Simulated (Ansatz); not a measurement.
# CH₃N₂ radical: functionals against CCSD(T) at one geometry

One table from this session's results is given with a row withheld; the runs are named, their logs left out.

Computed with Ansatz 0.2.0, Gaussian basis. Level: single points in def2-TZVPP.

Cores are frozen in the correlated methods. Orbitals are unrestricted. B3LYP uses VWN-RPA correlation.

### The starting structure

6 atoms, charge 0, spin multiplicity 2.

Atoms are counted from 1 here; the program's logs count them from 0.

Bond lengths: N2–H5 1.000 Å, N2–H6 1.003 Å, C3–N4 1.143 Å. Angles: H5–N2–H6 107.8°.

As a file:

```
H     0.1097   -0.0447   -0.3150
N     0.2997   -1.1709    0.3897
C    -0.1934    1.2228   -0.7996
N    -0.4537    2.2624   -1.1968
H     0.8428   -0.8842    1.1794
H    -0.6035   -1.4494    0.7244
```

Set-up of the first run:

The input, run/in.yaml:

```yaml
crystal:
  periodic: [false, false, false]
  atoms:
    - {symbol: H, position_ang: [0.109700, -0.044700, -0.315000]}
    - {symbol: N, position_ang: [0.299700, -1.170900, 0.389700]}
    - {symbol: C, position_ang: [-0.193400, 1.222800, -0.799600]}
    - {symbol: N, position_ang: [-0.453700, 2.262400, -1.196800]}
    - {symbol: H, position_ang: [0.842800, -0.884200, 1.179400]}
    - {symbol: H, position_ang: [-0.603500, -1.449400, 0.724400]}
basis:
  gaussian: {orbitals: def2-TZVPP}
magnetization: {spin_polarized: true, initial_magnetization: 1}
correlation: {method: ccsd_t}
scf: {omitted_lower_state_checks: [cluster_reference]}
output: {forces: true}
```

The command line of these runs was not kept.

Among the steps run: CCSD(T)/def2-TZVPP; PBE0-D4/def2-TZVPP; wB97M-V/def2-TZVPP; r2SCAN-D4/def2-TZVPP; PBE-D4/def2-TZVPP; SPW92/def2-TZVPP; B3LYP-D4/def2-TZVPP.

One table of the session follows, with a row left open; its other results are not shown here.

```
   method  RMS force component (eV/Å)  angle to CCSD(T) forces (°)  dipole (D)
  CCSD(T)                       1.533                    reference        5.71
  PBE0-D4                       1.033                         13.2        5.63
  wB97M-V                       1.032                         15.6        5.93
r2SCAN-D4                       1.120                         11.9        5.31
   PBE-D4                       1.394                         18.1        4.76
    SPW92                           ?                            ?           ?
 B3LYP-D4                       1.008                         13.3        5.48
```

Q: Estimate the row for SPW92 from the others.

The run gave: RMS force component (eV/Å): 1.202; angle to CCSD(T) forces (°): 26.3; dipole (D): 4.64. In the column «RMS force component (eV/Å)» it lies between r2SCAN-D4 (1.120) and PBE-D4 (1.394).
